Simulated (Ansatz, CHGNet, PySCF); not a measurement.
## Equilibrium lattice constant a of zinc-blende AlN (metastable phase) at several levels of theory

No measured value is used here.

```csv
level (code),value (Å)
CHGNet 0.3.0,4.399
LDA (Ansatz),4.342
PBE (Ansatz),4.403
PBE-D4 (Ansatz),4.369
r²SCAN (Ansatz),4.370
r²SCAN+rVV10 (Ansatz),4.365
LC-ωPBE (Ansatz),4.350
Hartree–Fock (Ansatz),4.360
MP2 (PySCF),4.388 ± 0.02
CCSD(T) (PySCF),4.383 ± 0.02
```

A ± on a computed value is a rough bar: the spread of its extrapolation, a floor set from checks against published values, or a statistical error. Cutoffs and k meshes differ between the levels. Ansatz's density-functional and Hartree–Fock values are scalar-relativistic unless marked +SOC, with PAW data made under PBE.

Machine-learned potentials (CHGNet 0.3.0) are trained on DFT data: a solid inside that data is no test of them.

Ansatz is a quantum-chemistry and plane-wave program.
